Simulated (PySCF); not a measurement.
**BH2Cl (SMILES BCl) at 6 levels**

We compute a comparison of 6 runs (B2PLYP/STO-3G, PBE0/STO-3G, SVWN5/STO-3G, MP2/STO-3G, UMP2/STO-3G, NEVPT2(12,10)/STO-3G) of BH2Cl. Input form: a Python script.

Program for the calculation: PySCF 2.14.0.

10 further runs of the same task are left out: 10 set aside as unsound or not needed.

**1. The molecule**

The species is BH2Cl (4 atoms), meant as a singlet with charge 0. As SMILES, `BCl`. The B1–Cl2 distance was set to 2.600 Å, away from the relaxed value.

Bond lengths: B1–H3 1.190 Å, B1–H4 1.190 Å. Angles: H3–B1–H4 123.7°. A long bond or contact: B1–Cl2 2.600 Å.

**2. The energy at B2PLYP/STO-3G (run 1)**

The input, job.py:

```python
from pyscf import gto, dft, mp

mol = gto.M(
    atom=[
    ('B', (-0.857556, 0.230202, -0.473553)),
    ('Cl', (1.365000, -0.395300, 0.721200)),
    ('H', (-1.847056, -0.350998, -0.157853)),
    ('H', (-0.827456, 1.081302, -1.304853)),
],
    basis='sto-3g',
    max_memory=1860,
    verbose=3,
)

mf = dft.RKS(mol)
mf.xc = '0.53*HF + 0.47*B88, 0.73*LYP'
mf.conv_tol = 1e-10
mf.grids.level = 5
mf.kernel()
if not mf.converged:
    mf = mf.newton().run(mf.mo_coeff, mf.mo_occ)

pt = mp.MP2(mf, frozen=6).run()
etot = mf.e_tot + 0.27 * pt.e_corr
print('PT2 part  %.8f' % (0.27 * pt.e_corr))
print(f'total energy: {etot:.8f} hartree')
```

The run is started by

```sh
OMP_NUM_THREADS=1 python job.py
```

The log of the run:

```text
converged SCF energy = -480.567635016237
E(RMP2) = -480.647103932078  E_corr = -0.0794689158409151
E(SCS-RMP2) = -480.65885671869  E_corr = -0.0912217024531065
PT2 part  -0.02145661
total energy: -480.58909162 hartree
```

Run time: 2.1 s. Hardware: 1 thread of Arm Neoverse V1, shared host; peak memory 0.18 GiB.

**3. A single-point energy at PBE0/STO-3G (run 2)**

The input, run.py:

```python
from pyscf import gto, dft

system = gto.M(
    atom='''
B     -0.857556     0.230202    -0.473553
Cl     1.365000    -0.395300     0.721200
H     -1.847056    -0.350998    -0.157853
H     -0.827456     1.081302    -1.304853
''',
    max_memory=1860,
    verbose=3,
    spin=0,
    basis='sto-3g',
)

ks = dft.RKS(system)
ks.xc = 'pbe0'
ks.grids.level = 5
ks.conv_tol = 1e-10
ks.kernel()
if not ks.converged:
    ks = ks.newton().run(ks.mo_coeff, ks.mo_occ)

e_tot = ks.e_tot
print('Final energy', e_tot)
```

The run is started by

```sh
OMP_NUM_THREADS=1 python run.py
```

The log of the run:

```text
converged SCF energy = -480.628876126662
Final energy -480.62887612666236
```

Wall time 2.2 s (1 thread of Arm Neoverse V1, shared host); peak memory 0.18 GiB.

Runs 3 to 5 aren't shown in full; the table further down has their settings and results.

**4. The energy at NEVPT2(12,10)/STO-3G (run 6)**

The input, calc.py:

```python
import numpy
from pyscf import gto, scf, mp, mcscf, mrpt

system = gto.M(
    atom=[
    ('B', (-0.857556, 0.230202, -0.473553)),
    ('Cl', (1.365000, -0.395300, 0.721200)),
    ('H', (-1.847056, -0.350998, -0.157853)),
    ('H', (-0.827456, 1.081302, -1.304853)),
],
    charge=0,
    verbose=4,
    basis='sto-3g',
    max_memory=1860,
)

mf = scf.RHF(system)
mf.conv_tol = 1e-10
mf.kernel()
if not mf.converged:
    mf = mf.newton().run(mf.mo_coeff, mf.mo_occ)

pt = mp.MP2(scf.addons.convert_to_uhf(mf)).run()
noons, natorbs = mcscf.addons.make_natural_orbitals(pt)
print('natural occupations', numpy.round(noons[:40], 4))
cas = mcscf.CASSCF(mf, 10, 12)
cas.fix_spin_(ss=0.0)
cas.natorb = True
cas.kernel(natorbs)
e_pt2 = mrpt.NEVPT(cas).kernel()
energy = cas.e_tot + e_pt2
print('E = %.10f Eh' % energy)
```

The run is started by

```sh
OMP_NUM_THREADS=1 python calc.py
```

The log of the run:

```text
PySCF version 2.14.0

[... 56 lines left out ...]
converged SCF energy = -479.978643904634
[... 57 lines left out ...]
1-step CASSCF converged in   5 macro ( 48 JK  12 micro) steps
[... 26 lines left out ...]
CASSCF energy = -480.063267879108
[... 38 lines left out ...]
Nevpt2 Energy = -0.000359830196003
E = -480.0636277093 Eh
```

Run time: 27 s. Hardware: 1 thread of Arm Neoverse V1, shared host; peak memory 0.16 GiB.

**5. Overview of the runs**

| run | level | frozen core orbitals | integration grid | energy (Eh) | dipole moment (D) of the reference | HOMO energy (eV) | LUMO energy (eV) | wall time |
| --- | --- | --- | --- | --- | --- | --- | --- | --- |
| 1 | B2PLYP/STO-3G | 6 | 5 | -480.589092 | 4.15 | -6.76 | 0.78 | 2.1 s |
| 2 | PBE0/STO-3G | – | 5 | -480.628876 | 3.86 | -5.55 | -0.96 | 2.2 s |
| 3 | SVWN5/STO-3G | – | 5 | -478.960073 | 3.37 | -4.13 | -2.27 | 1.6 s |
| 4 | MP2/STO-3G | 6 | – | -480.032765 | 4.86 | -8.74 | 3.37 | 0.7 s |
| 5 | UMP2/STO-3G | 6 | – | -480.022758 | 2.67 | -9.03 | 3.11 | 0.8 s |
| 6 | NEVPT2(12,10)/STO-3G | – | – | -480.063628 | 4.86 | -8.74 | 3.37 | 27 s |

**6. What came out**

| quantity | value |
| --- | --- |
| run 6: total energy | -480.06363 Eh |
| run 6: dipole moment (Hartree–Fock density) | 4.86 D |
| run 6: HOMO energy (Hartree–Fock orbitals) | -8.74 eV |
| run 6: LUMO energy (Hartree–Fock orbitals) | 3.37 eV |
| run 6: HOMO–LUMO gap (Hartree–Fock orbitals) | 12.11 eV |

What this shows: Over runs 1, 2, 3 the dipole moment (its size) runs from 3.37 D (SVWN5/STO-3G) to 4.15 D (B2PLYP/STO-3G). A double hybrid's value is that of its SCF part. Over runs 1, 2, 3 the HOMO–LUMO gap runs from 1.85 eV (SVWN5/STO-3G) to 7.54 eV (B2PLYP/STO-3G). Totals of different functionals can't be ranked against each other. In runs 1, 2, 3, 4, 5, 6 the basis is minimal, so the values are rough. Spin contamination of the reference: run 5 ⟨S²⟩ = 0.48. All runs together took 35 s, the longest 27 s.
